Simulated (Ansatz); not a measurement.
[Br···H···H], doublet along the distance Br1-H2

Starting geometry:

```xyz
3

Br    0.0000    0.0000   -1.2869
H     0.0000    0.0000    0.1337
H     0.0000    0.0000    1.1531
```

From there H2 is moved from one fragment to the other while all else, the fragments' distance too, stays fixed; atoms are numbered as listed. Energies are in kJ/mol, counted from the starting geometry at the same level.

Basis cc-pVTZ; Ansatz 0.2.0. Only valence electrons are correlated (noble-gas cores and the filled d shells of p-block atoms frozen). R marks a restricted (for open shells ROHF) determinant, U an unrestricted one. Active spaces: valence = (9e, 6o) chosen from the atoms' valence shells. No spin–orbit coupling is included, and no scalar relativity.

Runs in a small pair space aren't shown, since their orbitals change along the scan.

Full CI isn't at hand for all of this; UCCSDT(Q) serves as the reference, and is uncertain by about the last step of the cluster series. The frozen core follows each run's orbitals, which can shift R against U totals by a few meV for light atoms and by up to 0.1 eV past Ca.

| distance Br1-H2 (Å) | UCCSDT(Q) | error RMP2 | error UCCSD | error UCCSD(T) | error UCCSDT | error MRCISD (valence space) | error MRCISD+Q (valence space) |
| --- | --- | --- | --- | --- | --- | --- | --- |
| 1.421 | 0.0 | 0.0 | 0.0 | 0.0 | 0.0 | 0.0 | 0.0 |
| 1.460 | -8.0 | 0.8 | 0.1 | 0.1 | 0.0 | 0.2 | 0.0 |
| 1.538 | -21.8 | -0.1 | -0.3 | 0.1 | 0.0 | 0.4 | -0.2 |
| 1.617 | -33.9 | 3.6 | -1.3 | 0.0 | -0.1 | 0.3 | -0.4 |
| 1.695 | -39.7 | 5.4 | -2.5 | -0.1 | -0.2 | -0.1 | -0.6 |

Errors are those of relative energies. In total energy the starting point itself misses UCCSDT(Q) by: RMP2 77.9, UCCSD 20.7, UCCSD(T) 2.3, UCCSDT 0.7, MRCISD (valence space) 41.1, MRCISD+Q (valence space) 6.5 kJ/mol.

Spread of the error over the points with a reference, to 1.695 Å (largest less smallest): UCCSD(T) 0.2, UCCSDT 0.2, MRCISD (valence space) 0.6, MRCISD+Q (valence space) 0.6, UCCSD 2.5, RMP2 5.4 kJ/mol.
